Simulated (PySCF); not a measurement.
Gas-phase XPS of `O=CC1CC1`, computed

C4H6O.
Structure used (GFN2-xTB), in Å, numbered top down from 1:
```xyz
11
C4H6O angstrom
O      2.510   -0.894    0.108
C      1.447   -0.434    0.429
C      0.307   -0.220   -0.469
C     -1.090   -0.387    0.086
C     -0.589    0.975   -0.224
H      1.249   -0.125    1.477
H      0.486   -0.518   -1.494
H     -1.825   -0.835   -0.564
H     -1.184   -0.678    1.121
H     -0.970    1.489   -1.092
H     -0.334    1.629    0.596
```

Theory: delta-SCF UKS SCAN, pcX-2 on the ionised atom, pcseg-1 elsewhere, spin-free X2C (PySCF 2.14.0). Each binding energy is the total energy of the core-ionised species, with the hole localised on one atom, minus that of the ground state; both are solved self-consistently, so orbital relaxation is included.

Task: Give the core binding energies atom by atom.

Result: 
| atom(s) | environment | level | binding energy (eV) | above the level's lowest (eV) | count |
| --- | --- | --- | --- | --- | --- |
| O1 | aldehyde oxygen | O 1s | 537.70 | 0.00 | 1 |
| C2 | aldehyde carbon | C 1s | 293.40 | +2.15 | 1 |
| C3 | sp3 carbon next to a carbonyl | C 1s | 291.25 | 0.00 | 1 |
| C4/C5 | three-membered-ring carbon | C 1s | 291.31 | +0.06 | 2 |

Lowest listed C 1s: C3, bonded to 3 C and H. Highest, 2.15 eV above it: C2, bonded to O (double bond), C and H. The widest gap between neighbouring values is 2.09 eV, between 291.31 and 293.40 eV. Summing the Pauling electronegativity differences to the bonded atoms, each weighted by its formal bond order, gives -0.35 for the lowest site and +1.43 for the highest; no listed site has a larger sum than the highest. The smallest sum, -0.70, belongs to C4/C5, 0.06 eV above the lowest.

Task: Give the binding energy of C 1s of C2 in hartree and in kJ/mol.

Result: 293.40 eV = 10.7823 Eh = 28309 kJ/mol.

The first atom of each set that the bonding makes equivalent was ionised and stands for the set. Geometry: GFN2-xTB, one conformer, isolated molecule.
